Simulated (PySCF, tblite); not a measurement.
Isomers of C4H3P. Calculated harmonic vibrations of the isolated species, GFN2-xTB (tblite), most abundant isotopes, no scaling. The method is semi-empirical: single wavenumbers can be off by several per cent or more. One conformer each.

Electronic energies: PBE0/pcSseg-1 single points on the GFN2-xTB geometries (PySCF, gas phase).

```
   SMILES  electronic energy, lowest = 0 (kJ/mol)
  CC#CC#P                                     0.0
C#CP1C=C1                                   133.0
  C#CCC#P                                    76.9
```

Q: How do GFN2-xTB zero-point energies change the relative energies?

A: 
| SMILES | ZPE (kJ/mol) | of it from modes above 1550 cm⁻¹ | electronic (kJ/mol) | with ZPE, lowest = 0 (kJ/mol) | lowest mode (cm⁻¹) | rings |
| --- | --- | --- | --- | --- | --- | --- |
| CC#CC#P | 134.7 | 77.6 | 0.0 | 0.0 | 111 | 0 |
| C#CCC#P | 133.6 | 79.1 | 76.9 | 75.8 | 90 | 0 |
| C#CP1C=C1 | 126.0 | 80.9 | 133.0 | 124.3 | 129 | 1 |

The zero-point energies span 8.7 kJ/mol, from `C#CP1C=C1` to `CC#CC#P`. The order is unchanged.

Q: And how do the electronic energies of GFN2-xTB itself compare?

A: `CC#CC#P` 0.0; `C#CCC#P` 64.4; `C#CP1C=C1` 154.8 kJ/mol, lowest = 0. Against the energies above, taken from the same isomer `CC#CC#P`, the largest difference is 21.8 kJ/mol.

Q: What do entropy and thermal enthalpy add at 298.15 K and 1 bar (rigid rotor, harmonic oscillator, one conformer each)?

A: 
```json
{"SMILES": "CC#CC#P", "point group": "C3v", "symmetry number": "3", "S (J/(mol K))": "309.9", "H − H(0) (kJ/mol)": "18.53", "ZPE + H − H(0) − TS (kJ/mol)": "60.8"}
{"SMILES": "C#CCC#P", "point group": "Cs", "symmetry number": "1", "S (J/(mol K))": "318.7", "H − H(0) (kJ/mol)": "17.54", "ZPE + H − H(0) − TS (kJ/mol)": "56.1"}
{"SMILES": "C#CP1C=C1", "point group": "Cs", "symmetry number": "1", "S (J/(mol K))": "315.1", "H − H(0) (kJ/mol)": "17.77", "ZPE + H − H(0) − TS (kJ/mol)": "49.8"}
```
